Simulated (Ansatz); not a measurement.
Here is an Ansatz input file for C₃H₃ClN₂, SMILES Clc1c[nH]cn1. Write the same calculation for the Python package.

```yaml
crystal:
  periodic: [false, false, false]
  atoms:
    - { symbol: Cl, position_ang: [2.7975, -0.5913, 0.0234] }
    - { symbol: C, position_ang: [1.1165, -0.3515, 0.006] }
    - { symbol: C, position_ang: [0.4604, 0.8579, 0.0316] }
    - { symbol: "N", position_ang: [-0.8702, 0.5451, 0.0032] }
    - { symbol: C, position_ang: [-0.9698, -0.8165, -0.0378] }
    - { symbol: "N", position_ang: [0.2138, -1.3851, -0.0371] }
    - { symbol: H, position_ang: [0.8168, 1.8768, 0.0664] }
    - { symbol: H, position_ang: [-1.6439, 1.1961, 0.0109] }
    - { symbol: H, position_ang: [-1.9212, -1.3314, -0.0666] }
basis:
  gaussian: { orbitals: def2-SVP }
hamiltonian:
  xc: { name: wB97X-V }
output:
  forces: true
```

The program run on that file:
```console
$ ansatz run input.yaml --threads 1 --pin off --max-ram 4096MiB --backend cpu --events-out ev --progress --plain --runs-dir out
Engine: ansatz 0.2.0, aarch64-unknown-linux-gnu
Functional definition: wB97X-V
  parameter omega = 0.3/bohr
  parameter cx = 0.167
  parameter cx1 = 0.603
  parameter cx2 = 1.194
  parameter css0 = 0.556
  parameter css1 = -0.257
  parameter cos0 = 1.219
  parameter cos1 = -1.850
  parameter b = 6.0
  parameter c = 0.01
  exchange = spin_sum(e_x_unif_sr(omega)*poly(b97_u_x, 1 - cx, cx1, cx2)) + cx*exact_x_sr(omega) + exact_x_lr(omega)
  correlation = spin_sum(e_c_pw_same_spin*poly(b97_u_same, css0, css1))
      + integral(e_c_pw_opposite_spin*poly(b97_u_opposite, cos0, cos1)) + vv10(b, c)
1039 factors; integrals over basis functions are off by at most 1.6e-3 eV
245 factors; integrals over basis functions are off by at most 1.1e-5 eV
mean field evaluation 1: about -18646.9331 eV, gradient 3.5e1 eV
mean field evaluation 2: about -18647.9802 eV, gradient 3.1e1 eV
mean field evaluation 4: about -18649.8067 eV, gradient 2.0e0 eV
mean field evaluation 8: about -18650.0298 eV, gradient 1.4e-1 eV
mean field evaluation 16: about -18650.0299 eV, gradient 1.5e-4 eV
mean field -18650.02994422 eV, -685.3759590059 hartree, gradient 3.8e-5 eV, S^2 0.000000; 0 other end points of the search recorded, 0 dependent functions left out
the calculation of the forces begins
reference -18650.02994292 eV, -685.3759589581 hartree; 26, 26 occupied and 77, 77 virtual orbitals, 1039 factors
Total energy: -18650.02994292 eV, -685.3759589581 hartree
Atom 0 at     2.797500    -0.591300     0.023400 Å, force     0.474478    -0.136961     0.002960 eV/Å
Atom 1 at     1.116500    -0.351500     0.006000 Å, force    -1.127636    -0.068640    -0.018230 eV/Å
Atom 2 at     0.460400     0.857900     0.031600 Å, force     0.295395    -0.006708     0.004187 eV/Å
Atom 3 at    -0.870200     0.545100     0.003200 Å, force    -0.355723    -0.431048    -0.017762 eV/Å
Atom 4 at    -0.969800    -0.816500    -0.037800 Å, force     0.623716     0.318087     0.018513 eV/Å
Atom 5 at     0.213800    -1.385100    -0.037100 Å, force     0.240456     0.136103     0.007070 eV/Å
Atom 6 at     0.816800     1.876800     0.066400 Å, force     0.173414     0.269329     0.010275 eV/Å
Atom 7 at    -1.643900     1.196100     0.010900 Å, force    -0.022482     0.094855     0.002378 eV/Å
Atom 8 at    -1.921200    -1.331400    -0.066600 Å, force    -0.301617    -0.175017    -0.009391 eV/Å
Dipole moment:    -0.730553     0.703766     0.009837 e Å
```

The script, `deck_c3h3cln2.py`:
```python
# -*- coding: utf-8 -*-
import ansatz
import numpy as np


def main():
    deck = {
        "crystal": {
            "periodic": [False, False, False],
            "atoms": [
                {"symbol": "Cl", "position_ang": [2.7975, -0.5913, 0.0234]},
                {"symbol": "C", "position_ang": [1.1165, -0.3515, 0.006]},
                {"symbol": "C", "position_ang": [0.4604, 0.8579, 0.0316]},
                {"symbol": "N", "position_ang": [-0.8702, 0.5451, 0.0032]},
                {"symbol": "C", "position_ang": [-0.9698, -0.8165, -0.0378]},
                {"symbol": "N", "position_ang": [0.2138, -1.3851, -0.0371]},
                {"symbol": "H", "position_ang": [0.8168, 1.8768, 0.0664]},
                {"symbol": "H", "position_ang": [-1.6439, 1.1961, 0.0109]},
                {"symbol": "H", "position_ang": [-1.9212, -1.3314, -0.0666]},
            ],
        },
        "basis": {"gaussian": {"orbitals": "def2-SVP"}},
        "hamiltonian": {"xc": {"name": "wB97X-V"}},
        "output": {"forces": True},
    }
    session = ansatz.Session.from_dict(deck)
    report = session.plan(threads=1).execute().report

    print(f"E = {report['free_energy_ev']:.6f} eV = {report['free_energy_ev'] / 27.211386246:.7f} Ha")
    print("converged:", report["converged"], " doubts:", report["published_state_doubts"] or "none")
    symbols = ["Cl", "C", "C", "N", "C", "N", "H", "H", "H"]
    state = report["mean_field"]["state"]
    print(f"mean field: {state['energy']['hartree']:.7f} Ha, <S^2> = {abs(state['spin_squared']):.4f}, stability: {state.get('stability', {}).get('kind')}")

    forces = np.array(report["forces_ev_ang"])
    print("largest force", round(float(np.linalg.norm(forces, axis=1).max()), 4), "eV/A, rms", round(float(np.sqrt((forces ** 2).mean())), 4))
    charges = report["charge_distribution"]
    dipole = np.array(charges["dipole_moment_e_ang"]) * 4.803205
    print("dipole (D): {:.3f} {:.3f} {:.3f}, length {:.3f}".format(*dipole, np.linalg.norm(dipole)))
    print("atom  Mulliken   Lowdin")
    for symbol, m, l in zip(symbols, charges["mulliken_charges_e"], charges["lowdin_charges_e"]):
        print(f"{symbol:4s} {m:9.3f} {l:8.3f}")


if __name__ == "__main__":
    main()
```

```console
$ python deck_c3h3cln2.py
E = -18650.029943 eV = -685.3759590 Ha
converged: True  doubts: none
mean field: -685.3759590 Ha, <S^2> = 0.0000, stability: minimum
largest force 1.1299 eV/A, rms 0.3175
dipole (D): -3.509 3.380 0.047, length 4.873
atom  Mulliken   Lowdin
Cl      -0.098    0.255
C        0.040   -0.381
C        0.037   -0.101
N       -0.122    0.236
C        0.126   -0.110
N       -0.180    0.053
H        0.021    0.009
H        0.143    0.043
H        0.034   -0.004
```

What to keep in mind:
- Total energies depend on the basis set; only differences at equal settings carry meaning.
- The geometry is a force-field or estimated start, not a minimum of this method, and the basis set is short of its limit.
- The Löwdin charges here are taken after orthogonalising the functions within each atom; they differ from plain Löwdin charges, and their signs can be unphysical.
- It ran for 13 s on 1 thread of Arm Neoverse V2 (shared host), peak memory 0.33 GiB.

(Lines on the test bed's own set-up are left out of the output.)
